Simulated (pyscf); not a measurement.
F–Sn:–F [singlet] + hydrogen (H₂) → hydrogen fluoride (HF) + F–SnH: [singlet], a four-centre exchange (singlet surface; F–Sn, H–H broken, F–H, H–Sn formed). PySCF, gas phase, ωB97X-D3(BJ)/def2-SVP geometries. Energies in kcal/mol from the separated reactants.

Small-basis levels: PySCF, no dispersion term, spherical d functions. 

Quick B3LYP/6-31G*+LANL2DZ single points give ΔE‡ = 33.2 kcal/mol and ΔE = +41.5 kcal/mol. What does ωB97M-D3(BJ)/def2-TZVP give, and how far is the quick result from it?

ωB97M-D3(BJ)/def2-TZVP gives ΔE‡ = 27.7 kcal/mol and ΔE = +29.4 kcal/mol. B3LYP/6-31G*+LANL2DZ lies 5.5 kcal/mol over it in the barrier and 12.1 kcal/mol over it in the reaction energy, so on this step it does not hold to within 3.0 kcal/mol. ωB97M-D3(BJ)/def2-TZVP has limits of its own. On the product side the descent ends in an adduct with a F–Sn contact (not fully relaxed), 13.6 kcal/mol under the separated species and 10.7 kcal/mol under the saddle at ωB97X-D3(BJ)/def2-TZVP. At ωB97M-D3(BJ) the saddle lies under the separated products, which points to a path from their complex (located at ωB97X-D3(BJ) alone), and parting the products costs more than the saddle. What is counted as broken (F–Sn) persists as a longer contact in the product adduct; parting that adduct is a step of its own. At the saddle there is also a short H–Sn contact that neither side keeps. One saddle was located; it need not be the lowest between these sides. In the def2 sets elements past Kr carry core potentials, without spin-orbit coupling.
